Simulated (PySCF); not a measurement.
# XPS shifts beside NMR shieldings

2-oxazoline, C₃H₅NO.
Bonds: C1–N2 (double), N2–C3, C3–C4, C4–O5, C1–O5. Hydrogens: H6 on C1; H7, H8 on C3; H9, H10 on C4.

Binding energies: PySCF 2.14.0, delta-SCF UKS SCAN, pcX-2 on the ionised atom, pcseg-1 elsewhere, spin-free X2C. Shieldings: GIAO PBE0/pcSseg-1, non-relativistic, same geometry.

| atom | C 1s (eV) |
| --- | --- |
| C1 | 293.20 |
| C3 | 291.80 |
| C4 | 292.65 |

Q: What are the absolute isotropic shieldings of these atoms?

A: 
```
atom                   environment  C 1s (eV)  isotropic shielding (ppm)
  C3  sp3 carbon bound to nitrogen     291.80                      128.2
  C4    sp3 carbon bound to oxygen     292.65                      118.0
  C1                    C=N carbon     293.20                       24.0
```

Q: Among the listed atoms, is the one with the highest binding energy also the least shielded?

A: Yes: C1 has both (293.20 eV, 24.0 ppm).

By binding energy: C3 < C4 < C1. By shielding: C1 < C4 < C3.

The unrestricted hole states depart most from a pure doublet (⟨S²⟩ = 0.75; over 0.85 named) for C 1s of C1 (0.85), which makes this value less certain. Isolated species at its PBE0-D3(BJ)/def2-SVP geometry, gas phase.
